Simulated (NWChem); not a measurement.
Species: Li, doublet

Computed with NWChem. Pople sets run with spherical d functions. Spin-unrestricted. No stability test was run on the SCF state.

Task: Predict the results for CAM-B3LYP/6-31G*. Quantities: highest occupied level (eV); lowest empty minus highest occupied level, either spin (eV).

Result: 
```json
{
 "highest occupied level (eV)": "-4.63",
 "lowest empty minus highest occupied level, either spin (eV)": "3.70"
}
```
